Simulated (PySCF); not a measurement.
Stationary points of S4

Level of theory: PBE0/[S def2-TZVP], no relativity, density fitting, PySCF.

Relaxations began from a few typed shapes. The search is not exhaustive: other isomers or separated fragments can lie lower, and high-lying points may rest on an excited occupation.

Problem. Which is the lowest minimum found?
A. singlet C2h: S–S 1.914 Å (×2), S–S 2.031 Å; S–S–S 110.8° (×2)
B. singlet C2v: S–S 1.932 Å, S–S 2.149 Å (×2), S–S 2.496 Å (×2); S–S–S 48.4° (×2), S–S–S 56.3° (×2), S–S–S 75.2° (×2), S–S–S 112.7°, S–S–S 150.4°
C. singlet C3v: S–S 1.987 Å (×3); S–S–S 99.9° (×3)
D. singlet Cs: S–S 1.895 Å, S–S 2.079 Å, S–S 2.131 Å (×2); S–S–S 58.4°, S–S–S 60.8° (×2), S–S–S 115.9° (×2)

Solution. A. The others lie at 10.1 (singlet Cs), 230.5 (singlet C3v, a saddle point), 324.5 (singlet C2v, a saddle point) kJ/mol above it.
